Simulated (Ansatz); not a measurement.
Relaxed structures of MgSiH3Cl, singlet (PBE0-D4/def2-TZVP; forces vanish, vibrations not checked; lower isomers may exist, and structures with a doubtful reference or unclear bonds are left out; Å). Program: Ansatz 0.2.0. Basis: def2-TZVPP. Cores are frozen in the correlated methods. The outer core shell of Li, Na, Mg and K is correlated. The def2 sets are not built for correlating such inner shells, so the correlated values are less sure here.

(1) Rank them by CCSD(T) energy, lowest first, and give each one's height above the lowest. Links in brackets join atoms within 1.22 times the sum of their covalent radii (1.1 for two metals). (An estimate is asked for; the value comes from the calculation.)
A.
MgSiH₃Cl ([SiH3][Mg][Cl])
```
6
angstrom
Si -0.7384 0.4328 -0.3798
Mg 1.2778 -0.7502 0.6561
Cl 3.0047 -1.7615 1.5452
H -0.6808 0.4409 -1.8711
H -2.0269 -0.2195 -0.0038
H -0.8364 1.8576 0.0534
```
B.
a complex of MgSiHCl ([SiH][Mg][Cl]) + H₂
```
6
angstrom
Si 1.9699 -1.2254 0.5727
Mg 0.0670 0.1056 -0.6971
Cl -1.4394 1.2148 -1.8678
H 2.4258 -1.7568 -0.7898
H -1.6662 0.9562 1.1804
H -1.2124 0.6206 1.6757
```
C.
a complex of SiH₃Cl ([SiH3][Cl]) + Mg
```
6
angstrom
Si 0.3482 -0.2044 0.1789
Mg -2.5051 1.4702 -1.2868
Cl 1.9730 -1.1578 1.0134
H 0.4872 -0.2436 -1.2957
H -0.8813 -0.9146 0.6021
H 0.3281 1.1969 0.6599
```

No T1 diagnostic of these runs exceeds 0.010. The restricted Hartree–Fock reference is unstable towards an unrestricted one at one or more of these structures.

Results:

(1) The calculation gives: A (0.00 kcal/mol), C (23.24 kcal/mol), B (57.87 kcal/mol). Heights count from the lowest.

For scale, one of the runs: CCSD(T)/def2-TZVPP, 158 basis functions, launched by `ansatz run in.yaml --threads 2 --pin off --events-out ev --progress --plain --max-ram 4352MiB`. The run took 20 s on 2 CPU threads of an Intel Xeon Platinum 8488C (shared host), with 1.1 GiB of host memory at its peak.
